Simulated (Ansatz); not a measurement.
1,4-dioxane, C₄H₈O₂. Charge 0, multiplicity 1.

Z-matrix (Å, degrees):
```
C
O 1 1.411
C 1 1.512 2 110.8
H 1 1.092 2 107.1 3 -121.0
H 1 1.101 2 109.9 3 121.1
C 2 1.411 1 110.4 3 -56.9
O 3 1.411 1 110.8 2 57.1
H 3 1.101 1 109.5 2 -64.3
H 3 1.092 1 110.9 2 175.8
C 6 1.512 2 110.8 1 56.9
H 6 1.092 2 107.1 1 177.9
H 6 1.101 2 109.9 1 -64.2
H 10 1.101 6 109.5 2 64.2
H 10 1.092 6 110.9 2 -175.8
```

Problem. Give the diagnostics of a CCSD(T)/def2-TZVPP run (frozen core, the Gaussian-basis code of Ansatz). (Best estimate.)

Solution. Computed: T1 = 0.0112, largest single amplitude 0.017, largest double 0.012, (T) share of the correlation energy 3.8 %, 9 CCSD cycles. The RHF solution is stable towards an unrestricted one. T1 lies under the customary mark of 0.02 for closed shells.
